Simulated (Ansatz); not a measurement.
A nudged elastic band was laid between two geometries of B2H5N (8 atoms, charge 0, multiplicity 1).

Theory: RKS PBE-D4/def2-SVP in Ansatz 0.2.0.

```json
{
 "movable images": "5",
 "climbing image": "yes",
 "spring": "5.0 eV/Å²",
 "optimiser": "quadratic models (default)",
 "start path": "through a guess of the saddle point",
 "force threshold": "0.05 eV/Å",
 "iteration limit": "60",
 "end points": "relaxed"
}
```

First end point:

```xyz
8
Properties=species:S:1:pos:R:3
B -0.837 0.662 -0.701
N 0.257 0.375 0.171
B 0.703 -0.920 0.574
H -1.473 -0.265 -1.158
H -1.102 1.821 -0.962
H 0.776 1.179 0.543
H 1.657 -1.016 1.323
H 0.112 -1.894 0.154
```

Last end point:

```xyz
8
Properties=species:S:1:pos:R:3
B 0.139 0.489 -0.896
N -0.612 0.343 0.409
B 0.605 -0.809 -0.060
H -1.494 -0.177 0.396
H 0.239 1.518 -1.527
H -0.632 1.080 1.129
H 1.689 -0.567 0.464
H 0.157 -1.934 0.030
```

Q: What changes between the two ends?

A: Bonds broken: B1–H4. Bonds formed: B1–B3, N2–H4.

Q: What energy profile does the band end with?

A: The run converged. The highest image is number 4 of 0 to 6, 376.0 kJ/mol above the first end and 171.4 kJ/mol above the last; the last end lies 204.6 kJ/mol above the first. Neighbouring images differ by up to 2.6 eV, so the band resolves the path poorly. A vibrational analysis at the climbing image gives one clearly imaginary mode, 1625i cm⁻¹: a first-order saddle point. The orbitals stay closed-shell, which can raise the energy where a bond breaks towards radicals; this wasn't checked here.

```json
{"image": "0", "path coordinate (Å)": "0.00", "energy (kJ/mol)": "0.0", "B1–H4 (Å)": "1.21", "B1–B3 (Å)": "2.55", "N2–H4 (Å)": "2.27"}
{"image": "1", "path coordinate (Å)": "0.94", "energy (kJ/mol)": "23.5", "B1–H4 (Å)": "1.21", "B1–B3 (Å)": "2.39", "N2–H4 (Å)": "2.24"}
{"image": "2", "path coordinate (Å)": "1.88", "energy (kJ/mol)": "73.3", "B1–H4 (Å)": "1.23", "B1–B3 (Å)": "2.10", "N2–H4 (Å)": "2.16"}
{"image": "3", "path coordinate (Å)": "2.82", "energy (kJ/mol)": "129.5", "B1–H4 (Å)": "1.33", "B1–B3 (Å)": "1.84", "N2–H4 (Å)": "1.93"}
{"image": "4", "path coordinate (Å)": "3.76", "energy (kJ/mol)": "376.0", "B1–H4 (Å)": "1.48", "B1–B3 (Å)": "1.74", "N2–H4 (Å)": "1.32"}
{"image": "5", "path coordinate (Å)": "4.37", "energy (kJ/mol)": "248.6", "B1–H4 (Å)": "1.85", "B1–B3 (Å)": "1.67", "N2–H4 (Å)": "1.03"}
{"image": "6", "path coordinate (Å)": "4.99", "energy (kJ/mol)": "204.6", "B1–H4 (Å)": "2.19", "B1–B3 (Å)": "1.61", "N2–H4 (Å)": "1.02"}
```

Q: What is the geometry of the highest image?

A: 
```xyz
8
Properties=species:S:1:pos:R:3:forces:R:3
B -0.113 0.626 -0.772 0.00 0.00 -0.01
N -0.320 0.542 0.621 0.00 0.00 0.00
B 0.507 -0.793 0.015 0.00 0.00 0.00
H -0.903 -0.415 -0.084 0.00 0.01 0.00
H -0.251 1.490 -1.606 0.00 0.00 0.00
H -0.447 1.173 1.432 0.00 0.00 0.00
H 1.725 -0.853 0.058 0.00 0.00 0.00
H -0.105 -1.828 0.281 0.00 0.00 0.00
```

The run took 90 s on 1 CPU thread of a shared host.
